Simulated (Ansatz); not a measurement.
# ClHMgS: up Jacob's ladder to CCSD(T)

Aim: compute ClHMgS with functionals from several rungs and with coupled cluster, and see how far each lands from CCSD(T) at the basis-set limit for the atomisation energy.

Method: functionals in def2-TZVPP, the program's frozen cores in correlated methods; program: Ansatz 0.2.0, Gaussian basis.

Levels to be run: LDA (SPW92), PBE-D4, revPBE-D4, BLYP-D4, r2SCAN-D4, B97M-V, PBE0-D4, B3LYP-D4, r2SCANh-D4, r2SCAN0-D4, HSE06-D4, BHLYP-D4, CAM-B3LYP-D4, LC-ωPBE, ωB97X-V, ωB97M-V, B2PLYP, PBE-QIDH; CCSD(T)/def2-SVP; CCSD(T)/def2-TZVPP; MP2/def2-QZVPP; extrapolation to the limit; RPA on PBE.

## 1. The relaxed structure

An earlier PBE0-D4 in a triple-zeta def2 set relaxation fixed the geometry.

SMILES `[SH][Mg][Cl]`, 4 atoms, charge 0, spin multiplicity 1.

Atoms are counted from 1 here; the program's logs count them from 0.

Bond lengths: S1–Mg2 2.277 Å, S1–H4 1.345 Å, Mg2–Cl3 2.177 Å. Angles: Mg2–S1–H4 92.5°, S1–Mg2–Cl3 179.3°.

Coordinates:

```
atom     x (Å)     y (Å)     z (Å)
  S1  -0.31984   1.57228  -0.51426
 Mg2  -0.24140  -0.65617  -0.05543
 Cl3  -0.18944  -2.79120   0.36855
  H4   0.80627   1.81480   0.18074
```

## 2. LDA

This LDA is Slater exchange with PW92 correlation.

The input, in.yaml:

```yaml
crystal:
  periodic: [false, false, false]
  atoms:
    - {symbol: S, position_ang: [-0.319841, 1.572276, -0.514265]}
    - {symbol: Mg, position_ang: [-0.241398, -0.656175, -0.055425]}
    - {symbol: Cl, position_ang: [-0.189436, -2.791202, 0.368546]}
    - {symbol: H, position_ang: [0.806275, 1.814801, 0.180744]}
basis:
  gaussian: {orbitals: def2-TZVPP}
hamiltonian: {xc: lda}
output: {orbitals: {seedname: orbitals}}
```

The runs that follow: PBE-D4 (GGA); revPBE-D4 (GGA); BLYP-D4 (GGA); r2SCAN-D4 (meta-GGA); B97M-V (meta-GGA); PBE0-D4 (hybrid); B3LYP-D4 (hybrid); r2SCANh-D4 (hybrid); r2SCAN0-D4 (hybrid); HSE06-D4 (hybrid); BHLYP-D4 (hybrid); CAM-B3LYP-D4 (range-separated); LC-ωPBE-D4 (range-separated); ωB97X-V (range-separated); ωB97M-V (range-separated); B2PLYP (double hybrid); PBE-QIDH (double hybrid); CCSD(T) in def2-SVP; CCSD(T) in def2-TZVPP; MP2 in def2-QZVPP; RPA on PBE orbitals.

Before running them: what should the planned runs give, taken together? Wanted: atomisation energy, CCSD(T)/CBS; farthest beyond LDA; mean size of error, GGA; mean size of error, meta-GGA; mean size of error, hybrid; mean size of error, range-separated; mean size of error, double hybrid; gap, smallest and largest; T1 diagnostic.

The runs gave:

| quantity | value |
| --- | --- |
| atomisation energy, CCSD(T)/CBS | 251.3 kcal/mol |
| functionals within 1.3 kcal/mol (0.5 %) | r2SCANh-D4, ωB97X-V |
| farthest beyond LDA | BHLYP-D4 (-13.7 kcal/mol) |
| mean size of error, GGA | 7.6 kcal/mol |
| mean size of error, meta-GGA | 2.0 kcal/mol |
| mean size of error, hybrid | 5.9 kcal/mol |
| mean size of error, range-separated | 4.5 kcal/mol |
| mean size of error, double hybrid | 7.3 kcal/mol |
| gap, smallest and largest | 3.80 eV (BLYP-D4), 10.43 eV (LC-ωPBE) |
| T1 diagnostic | 0.0077 |
| triples share of the correlation energy | 3.2 % |

LDA overbinds by 25.6 kcal/mol (10 %). PBE-D4 is off by -2.9 kcal/mol. Double hybrids carry the basis error of their MP2 part in triple zeta, and no dispersion term here, so their miss is partly the set-up's. Taken by rung, meta-GGA functionals do best (2.0 kcal/mol on average) and GGA ones worst beyond LDA (7.6 kcal/mol). Misses under about 1.3 kcal/mol are within the doubt on the reference itself, which lacks core-valence correlation, relativity and higher excitations. Hartree-Fock recovers 73 % of the binding; the rest is correlation. CCSD(T) in def2-SVP is off by -24.8 kcal/mol, which most functionals beat. Orbital gaps span 3.8 to 10.4 eV; exact exchange widens them. Correlated methods include outer-core shells of Mg, which these sets cover unevenly.
